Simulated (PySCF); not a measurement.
**Working out the ionisation energy of C**

C [He] 2s2 2p2 (3P) → C⁺ [He] 2s2 2p1 (2P). Computed with PySCF 2.14 in cc-pVTZ-DK (4s3p2d1f, 30 functions), with the spin-free X2C one-electron Hamiltonian (Gaussian nucleus). Frozen: 1s2. Energies in hartree (1 hartree = 27.21139 eV):

| part | C (lower) | C⁺ (upper) |
| --- | --- | --- |
| UHF | -37.706514 | -37.309855 |
| CCSD correlation | -0.087164 | -0.074502 |
| (T) | -0.002036 | -0.001146 |

Task: What does Hartree-Fock give?

Result: (-37.309855) − (-37.706514) = 0.396659 hartree = 10.794 eV.

Task: What do CCSD and CCSD(T) give?

Result: The CCSD correlation energies differ by 0.012662 hartree = 0.345 eV and the triples by 0.000890 hartree = 0.024 eV, so CCSD gives 11.139 eV and CCSD(T) 11.163 eV.

Measured between the centres of the two terms (NIST): 11.262 eV, so CCSD(T) (valence) is off by -0.099 eV.

What remains against the reference includes basis incompleteness, the frozen core and higher excitations.
